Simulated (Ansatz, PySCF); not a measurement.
Species: NH, net charge 0, triplet state. SMILES: [NH]
Structure (B3LYP-D3(BJ)/def2-TZVP (Ansatz, a first-principles code) minimum search):
```
N
H 1 1.0419
```
Charge 0, spin multiplicity 3.

Unscaled harmonic wavenumbers (cm⁻¹) in rising order, each level at the stationary point that it reaches from this structure (no distance between atoms moves by over 0.3 Å); the order of modes can differ between levels, and a negative number is imaginary. B3LYP-D3(BJ)/def2-TZVP (PySCF, at the structure above): 3242.

HF/3-21G (Ansatz): 3163. Zero-point energy 4.5 against 4.6 kcal/mol; where all levels lie over 400 cm⁻¹, the wavenumbers are on average 0.975 times those of B3LYP-D3(BJ)/def2-TZVP.

HF/6-31G* (Ansatz): 3528. Zero-point energy 5.0 against 4.6 kcal/mol; where all levels lie over 400 cm⁻¹, the wavenumbers are on average 1.088 times those of B3LYP-D3(BJ)/def2-TZVP.

B3LYP/6-31G* (Ansatz): 3239. Zero-point energy 4.6 against 4.6 kcal/mol; where all levels lie over 400 cm⁻¹, the wavenumbers are on average 0.999 times those of B3LYP-D3(BJ)/def2-TZVP.
